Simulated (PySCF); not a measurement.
hydrogen cyanide (CHN), SMILES C#N. Atoms are numbered in the order given.

```xyz
3

C      0.0000     0.0000    -0.4968
N      0.0000     0.0000     0.6492
H      0.0000     0.0000    -1.5636
```
Charge 0, spin multiplicity 1.

The structure is a stationary point at B3LYP-D3(BJ)/def2-TZVPD.

These are M06-2X/def2-TZVPD run with PySCF values and carry that method's errors.

Isolated molecule, no solvent.

Computed frontier levels, gap, dipole moment and polarisability:
The highest occupied level is -11.85 eV, the lowest empty level is 0.43 eV and the orbital gap is 12.28 eV. The dipole moment comes out as 3.06 D. The quadrupole, principal values (traceless, Buckingham form, about the centre of nuclear charge) comes out as -1.06, -1.06, 2.11 D·Å and the mean static polarisability comes out as 16.6 bohr³ (2.47 Å³). The polarisability, principal values is 13.8, 13.8, 22.4 bohr³.
